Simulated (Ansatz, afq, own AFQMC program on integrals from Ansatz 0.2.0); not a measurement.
# CH₃, doublet in 6-31G, levels against full CI

```xyz
4

C     0.0621   -0.1043    0.0003
H     1.1420   -0.0903    0.0000
H    -1.4158    2.3803   -0.0070
H    -0.4658   -1.0466    0.0034
```

Basis 6-31G. Only valence electrons are correlated. Ansatz 0.2.0 and our own AFQMC program on the same integrals; the CISD trial comes from CCSD amplitudes, and released means the phaseless constraint is let go. Uncertainties: one standard error, sampling alone.

Determinant: ROHF, the one that the program's search chose, which needn't be the lowest solution. The geometry is a point of a scan.

Full CI on the same integrals is exact in this basis and with this determinant's frozen core.

Cautions: a spin-contaminated unrestricted determinant lies lower (UHF 4.23 eV lower, ⟨S²⟩ 1.74); the search met a lower determinant of the same kind, perhaps of another symmetry (2.52 eV lower), and this one is a saddle point; strong correlation (T1 0.243, weight of the determinant 0.41, largest double 0.31); the CCSD(T) amplitudes may be one of several solutions (largest double 0.31); the CCSDT(Q) amplitudes may be one of several solutions (largest double 0.65); the CCSDTQ amplitudes may be one of several solutions (largest double 0.65).

- T1 diagnostic: 0.2434
- weight of the determinant in the CISD state: 0.414
- size of the correlated space: 7 electrons in 14 orbitals

Reference: full CI, correlation energy -6.161 eV. The released energy is read at 2.40 1/Eh (meV from the phaseless value at times in 1/Eh: 2 ± 6 at 0.24, -11 ± 7 at 0.51, -10 ± 5 at 0.99, -12 ± 5 at 1.62, -8 ± 6 at 2.40). The cautions show a poor starting determinant, so the rows tell how each method copes with it here, and full CI is the sure value.

| level | E − E(reference) (meV) | share of correlation (%) |
| --- | --- | --- |
| HF | 6161.1 | 0.00 |
| MP2 | 2511.8 | 59.23 |
| CCSD | 119.8 | 98.06 |
| CCSD(T) | 14.7 | 99.76 |
| CCSDT | -0.3 | 100.00 |
| CCSDT(Q) | -2.4 | 100.04 |
| CCSDTQ | 0.5 | 99.99 |
| ph-AFQMC/CISD | 21.9 ± 7.5 | 99.64 |
| released AFQMC | 13.7 ± 5.5 | 99.78 |

CCSDT and higher add their correlation energy to the determinant of the CCSD(T) run, since their own runs factorise the integrals more tightly (a shift of under 2 meV). A walk keeps the symmetry of its determinant, which the program's search chose and which needn't be the lowest solution, so a lower state of the same spin and another symmetry isn't excluded. Released energies are given only where the last usable release times agree within the noise; a slower fall can still hide under it.
